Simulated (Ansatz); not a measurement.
# Mg2H (doublet): from Hartree-Fock to the top rungs, def2-QZVPP

The task here is to estimate one member of a computed series from the others.

The runs use Ansatz 0.2.0, Gaussian basis; def2-QZVPP, core rule «outside noble gas», up to 10 orbitals frozen.

The runs, in order: UHF; ROHF; CCSD(T) on UHF.

## The geometry

The geometry is a PBE0/def2-TZVP stationary point (not a proven minimum) of the parent state, kept for this charge and spin.

3 atoms, charge 0, spin multiplicity 2.

Atoms are counted from 1 here; the program's logs count them from 0.

Bond lengths: Mg1–H3 1.846 Å, Mg2–H3 1.846 Å. Angles: Mg1–H3–Mg2 100.7°.

Set-up of the first run:

in.yaml

```yaml
crystal:
  periodic: [false, false, false]
  atoms:
    - {symbol: Mg, position_ang: [0.000000, -0.023934, 1.420565]}
    - {symbol: Mg, position_ang: [0.000000, -0.023934, -1.420565]}
    - {symbol: H, position_ang: [0.000000, 1.154280, 0.000000]}
basis:
  gaussian: {orbitals: "def2-QZVPP.json"}
magnetization: {spin_polarized: true, initial_magnetization: 1}
hamiltonian: {xc: hf}
output: {orbitals: {seedname: orbitals}}
```

On the command line:

```
ansatz run in.yaml --threads 1 --pin off --events-out ev --progress --plain --max-ram 2393MiB
```

Steps of the session up to this table: UHF; ROHF; CCSD(T) on UHF.

One table of the session follows, with a row left open; its other results are not shown here.

```
  method  from UCCSD(T) (kcal/mol)
    ROHF                    +57.14
     UHF                    +47.88
    UMP2                    +16.05
   UCCSD                         ?
UCCSD(T)                         0
```

**Question.** Estimate the row for UCCSD.

The run gave: from UCCSD(T) (kcal/mol): +1.58. In the column «from UCCSD(T) (kcal/mol)» it lies between UCCSD(T) (0) and UMP2 (+16.05).

Caveats from the session: The determinant is far from a pure spin state, so its energy mixes those of several spin states (harmless only where they are near-degenerate, as at dissociation).
